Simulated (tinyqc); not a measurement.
Worked calculation: UKS/LDA (PW92) in the sto-3g basis, for CH, spin multiplicity 4. One step of it, computed by the program tinyqc.

Task: Iteration 2: building the Kohn-Sham matrix. J_ij = sum D_kl (ij|kl) with D = D(alpha) + D(beta); F = H + J + V_xc; E = tr D H + tr D J / 2 + E_xc + E_nn.

D(alpha) after iteration 1, lower triangle:
```
,1C 1s,1C 2s,1C 2px,1C 2py,1C 2pz,2H 1s
1C 1s,1.068446
1C 2s,-0.281897,1.148106
1C 2px,0.000000,0.000000,1.000000
1C 2py,0.000000,0.000000,0.000000,1.000000
1C 2pz,-0.017905,0.099805,0.000000,0.000000,1.111165
2H 1s,0.024346,-0.081067,0.000000,0.000000,-0.122820,0.017908
```

D(beta) after iteration 1, lower triangle:
```
,1C 1s,1C 2s,1C 2px,1C 2py,1C 2pz,2H 1s
1C 1s,1.067510
1C 2s,-0.275515,1.111043
1C 2px,0.000000,0.000000,0.000000
1C 2py,0.000000,0.000000,0.000000,0.000000
1C 2pz,0.001784,-0.021297,0.000000,0.000000,0.000420
2H 1s,0.015980,-0.043502,0.000000,0.000000,0.000816,0.001730
```

core Hamiltonian H = T + V (hartree), lower triangle:
```
,1C 1s,1C 2s,1C 2px,1C 2py,1C 2pz,2H 1s
1C 1s,-18.288688
1C 2s,-4.409023,-5.222916
1C 2px,0.000000,0.000000,-4.126887
1C 2py,0.000000,0.000000,0.000000,-4.126887
1C 2pz,-0.019962,-0.193690,0.000000,0.000000,-4.274143
2H 1s,-1.365236,-2.603278,0.000000,0.000000,-2.069963,-3.533324
```

Two-electron integrals (ij|kl) in chemists' order, unique and non-zero (hartree):
```
i,j,k,l,(ij|kl)
1,1,1,1,3.541948
2,1,1,1,0.576921
2,1,2,1,0.111888
2,2,1,1,0.854682
2,2,2,1,0.205284
2,2,2,2,0.624709
3,1,3,1,0.020296
3,2,3,1,0.030858
3,2,3,2,0.137996
3,3,1,1,0.852436
3,3,2,1,0.205335
3,3,2,2,0.624568
3,3,3,3,0.672833
4,1,4,1,0.020296
4,2,4,1,0.030858
4,2,4,2,0.137996
4,3,4,3,0.036269
4,4,1,1,0.852436
4,4,2,1,0.205335
4,4,2,2,0.624568
4,4,3,3,0.600295
4,4,4,4,0.672833
5,1,5,1,0.020296
5,2,5,1,0.030858
5,2,5,2,0.137996
5,3,5,3,0.036269
5,4,5,4,0.036269
5,5,1,1,0.852436
5,5,2,1,0.205335
5,5,2,2,0.624568
5,5,3,3,0.600295
5,5,4,4,0.600295
5,5,5,5,0.672833
6,1,1,1,0.178925
6,1,2,1,0.034432
6,1,2,2,0.062861
6,1,3,3,0.062649
6,1,4,4,0.062649
6,1,5,1,0.002121
6,1,5,2,0.003898
6,1,5,5,0.063304
6,1,6,1,0.010838
6,2,1,1,0.379195
6,2,2,1,0.092049
6,2,2,2,0.302520
6,2,3,3,0.295782
6,2,4,4,0.295782
6,2,5,1,0.008720
6,2,5,2,0.056851
6,2,5,5,0.315732
6,2,6,1,0.029426
6,2,6,2,0.183272
6,3,3,1,0.009960
6,3,3,2,0.050567
6,3,5,3,0.011518
6,3,6,3,0.024260
6,4,4,1,0.009960
6,4,4,2,0.050567
6,4,5,4,0.011518
6,4,6,4,0.024260
6,5,1,1,0.304155
6,5,2,1,0.074872
6,5,2,2,0.260968
6,5,3,3,0.247708
6,5,4,4,0.247708
6,5,5,1,0.016218
6,5,5,2,0.096655
6,5,5,5,0.287218
6,5,6,1,0.025213
6,5,6,2,0.188240
6,5,6,5,0.214163
6,6,1,1,0.510011
6,6,2,1,0.125933
6,6,2,2,0.465335
6,6,3,3,0.440628
6,6,4,4,0.440628
6,6,5,1,0.016329
6,6,5,2,0.137359
6,6,5,5,0.514270
6,6,6,1,0.041023
6,6,6,2,0.341684
6,6,6,5,0.389780
6,6,6,6,0.774606
```

nuclear repulsion = 3.16241361 hartree

V_xc(alpha) (hartree), lower triangle:
```
,1C 1s,1C 2s,1C 2px,1C 2py,1C 2pz,2H 1s
1C 1s,-2.198231
1C 2s,-0.338379,-0.633774
1C 2px,0.000000,0.000000,-0.630387
1C 2py,0.000000,0.000000,0.000000,-0.630387
1C 2pz,-0.000408,-0.000044,0.000000,0.000000,-0.630853
2H 1s,-0.105508,-0.281728,0.000000,0.000000,-0.227378,-0.350769
```

V_xc(beta) (hartree), lower triangle:
```
,1C 1s,1C 2s,1C 2px,1C 2py,1C 2pz,2H 1s
1C 1s,-2.154150
1C 2s,-0.305213,-0.481570
1C 2px,0.000000,0.000000,-0.478061
1C 2py,0.000000,0.000000,0.000000,-0.478061
1C 2pz,0.000686,0.005455,0.000000,0.000000,-0.477504
2H 1s,-0.095403,-0.213935,0.000000,0.000000,-0.171071,-0.273096
```

E_xc = sum of w rho eps_xc = -5.62272009 hartree

Give: Coulomb J; F(alpha); F(beta); total energy of this density.

Result:

Coulomb J (hartree), lower triangle:
```
,1C 1s,1C 2s,1C 2px,1C 2py,1C 2pz,2H 1s
1C 1s,11.3613
1C 2s,2.1743,4.8266
1C 2px,0.0000,0.0000,4.8228
1C 2py,0.0000,0.0000,0.0000,4.8228
1C 2pz,-0.0014,-0.0141,0.0000,0.0000,4.8178
2H 1s,0.6702,2.2594,0.0000,0.0000,1.8956,3.3125
```

F(alpha) (hartree), lower triangle:
```
,1C 1s,1C 2s,1C 2px,1C 2py,1C 2pz,2H 1s
1C 1s,-9.1256
1C 2s,-2.5731,-1.0301
1C 2px,0.0000,0.0000,0.0656
1C 2py,0.0000,0.0000,0.0000,0.0656
1C 2pz,-0.0218,-0.2078,0.0000,0.0000,-0.0872
2H 1s,-0.8005,-0.6256,0.0000,0.0000,-0.4017,-0.5716
```

F(beta) (hartree), lower triangle:
```
,1C 1s,1C 2s,1C 2px,1C 2py,1C 2pz,2H 1s
1C 1s,-9.0815
1C 2s,-2.5400,-0.8779
1C 2px,0.0000,0.0000,0.2179
1C 2py,0.0000,0.0000,0.0000,0.2179
1C 2pz,-0.0207,-0.2023,0.0000,0.0000,0.0662
2H 1s,-0.7904,-0.5578,0.0000,0.0000,-0.3454,-0.4940
```

total energy of this density = -37.048735 hartree
